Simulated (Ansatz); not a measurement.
C6H8 can be A, `C=C(C)C#CC`, or B, `CC1C=CC=C1`.

Program: Ansatz. Geometries: PBE0-D4/def2-TZVP. ΔE: electronic, gas phase. CCSD(T)/CBS adds triple-zeta CCSD(T) − MP2 to the extrapolated MP2 energy (def2 sets, frozen cores). Functionals use def2-TZVPP.

**Question.** Which is lower in electronic energy at CCSD(T)/CBS, and by how much? (Best estimate.)

**Answer.** The calculation gave: B, by 25.7 kcal/mol.

**Question.** Give E(B) − E(A) in kcal/mol with PBE-D4, r2SCAN-D4, MP2/def2-TZVPP, B2PLYP, PBE0-D4, ωB97M-V, CCSD(T)/def2-TZVPP. (Best estimate.)

**Answer.** Computed: PBE-D4 -25.8, r2SCAN-D4 -25.6, MP2/def2-TZVPP -25.9, B2PLYP -22.0, PBE0-D4 -28.5, ωB97M-V -26.4, CCSD(T)/def2-TZVPP -25.6. None reverses the order clearly.

Largest T1 diagnostic: 0.011.

In def2-TZVPP, CCSD(T) changes the Hartree–Fock value by −5.5 kcal/mol (the triples alone add −0.6 kcal/mol) and MP2 by −5.9 kcal/mol. The D4 term adds −2.2 kcal/mol with B3LYP and −1.1 kcal/mol with PBE0; it sums over pairs of atoms, weighted by their polarisabilities, and B3LYP, whose exchange is more repulsive, gets the larger term.

B3LYP here is the variant with VWN-RPA as its local correlation; programs differ in this.
